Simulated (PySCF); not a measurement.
# Name the molecule from its bond curve

A diatomic of charge -1 contains Al. Its doublet curve at PBE0 in a double-zeta basis (no relativity, PySCF), in eV from the separated fragments:

| R (Å) | E (eV) |
| --- | --- |
| 1.545 | -2.730 |
| 1.617 | -3.321 |
| 1.689 | -3.644 |
| 1.743 | -3.755 |
| 1.797 | -3.784 |
| 1.851 | -3.749 |
| 1.923 | -3.630 |
| 2.013 | -3.409 |
| 2.120 | -3.094 |
| 2.264 | -2.673 |

The fit gives ωe = 813 cm⁻¹ and the rotational constant Bₑ = 0.5696 cm⁻¹.

Q: Which atom is the partner?

A: The minimum lies at 1.792 Å, so the reduced mass is 16.8576 u Å² cm⁻¹/(Bₑ·Re²) = 9.216 u. With Al at 26.98 u the partner weighs about 14.0 u: N. The molecule is AlN⁻.

The state is the lowest determinant that a PBE0 search found; another state may lie lower at other levels.
